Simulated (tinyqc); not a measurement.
Worked calculation: G0W0 on RHF in the sto-3g basis, for LiH, spin multiplicity 1. One step of it, computed by the program tinyqc.

Question. Orthogonalisation. S = U s U^T; symmetric (Loewdin) form X = U s^(-1/2) U^T, so that X^T S X = 1.

overlap S, lower triangle:
```
           1Li 1s    1Li 2s   1Li 2px   1Li 2py   1Li 2pz     2H 1s
1Li 1s   1.000000
1Li 2s   0.241137  1.000000
1Li 2px  0.000000  0.000000  1.000000
1Li 2py  0.000000  0.000000  0.000000  1.000000
1Li 2pz  0.000000  0.000000  0.000000  0.000000  1.000000
2H 1s    0.039135  0.334999  0.000000  0.000000  0.459978  1.000000
```

Give: eigenvalues of S; X.

Answer.

eigenvalues of S: 0.420  0.801  1.000  1.000  1.178  1.600

X, lower triangle:
```
         1Li 1s  1Li 2s  1Li 2px  1Li 2py  1Li 2pz  2H 1s
1Li 1s    1.023
1Li 2s   -0.131   1.081
1Li 2px   0.000   0.000    1.000
1Li 2py   0.000   0.000    0.000    1.000
1Li 2pz  -0.007   0.078    0.000    0.000    1.105
2H 1s     0.016  -0.217    0.000    0.000   -0.293  1.162
```
